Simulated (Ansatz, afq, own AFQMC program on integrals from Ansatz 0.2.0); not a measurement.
## SiH₄⁺, doublet: AFQMC among the cluster methods

```xyz
5

Si    0.0001    0.0037   -0.0037
H    -0.0111    1.0945    1.0801
H    -0.0186   -1.1966    1.2043
H     0.0169    1.0875   -1.0944
H     0.0112   -1.0872   -1.0875
```

Basis 6-31G. Only valence electrons are correlated. Ansatz 0.2.0 and our own AFQMC program on the same integrals; the CISD trial comes from CCSD amplitudes, and released means the phaseless constraint is let go. ± is one standard error of the sampling.

Determinant: UHF, the one that the program's search chose, which needn't be the lowest solution. The geometry is a point of a scan.

Full CI on the same integrals is exact in this basis and with this determinant's frozen core.

Cautions: unrestricted determinant slightly spin contaminated (⟨S²⟩ 0.83 against 0.75).

The T1 diagnostic is 0.0204, the weight of the determinant in the CISD state is 0.927 and the ⟨S²⟩ of the determinant is 0.827. The size of the correlated space is 7 electrons in 16 orbitals.

```csv
level,correlation energy (eV)
MP2,-1.3629
CCSD,-2.0943
CCSD(T),-2.1254
```

(1) Estimate where phaseless AFQMC with a CISD trial lies against CCSD(T) on the same integrals.

(1) 0.35 ± 0.02 kcal/mol below CCSD(T).

Reference: full CI, correlation energy -2.144 eV. The released energy is read at 2.40 1/Eh (meV from the phaseless value at times in 1/Eh: -1.0 ± 0.8 at 0.24, -1.3 ± 0.7 at 0.51, -1.6 ± 0.6 at 0.99, -2.5 ± 0.5 at 1.62, -3.0 ± 0.4 at 2.40).

| level | E − E(reference) (kcal/mol) | share of correlation (%) |
| --- | --- | --- |
| CCSD(T) | 0.43 | 99.13 |
| CCSDT | 0.02 | 99.97 |
| CCSDT(Q) | 0.00 | 99.99 |
| CCSDTQ | 0.00 | 100.00 |
| ph-AFQMC/HF | 1.17 ± 0.22 | 97.62 |
| ph-AFQMC/CISD | 0.08 ± 0.02 | 99.83 |
| released AFQMC | 0.01 ± 0.008 | 99.97 |

CCSDT and higher add their correlation energy to the determinant of the CCSD(T) run, since their own runs factorise the integrals more tightly (a shift of under 2 meV). A walk keeps the symmetry of its determinant, which the program's search chose and which needn't be the lowest solution, so a lower state of the same spin and another symmetry isn't excluded. Released energies are given only where the last usable release times agree within the noise; a slower fall can still hide under it.
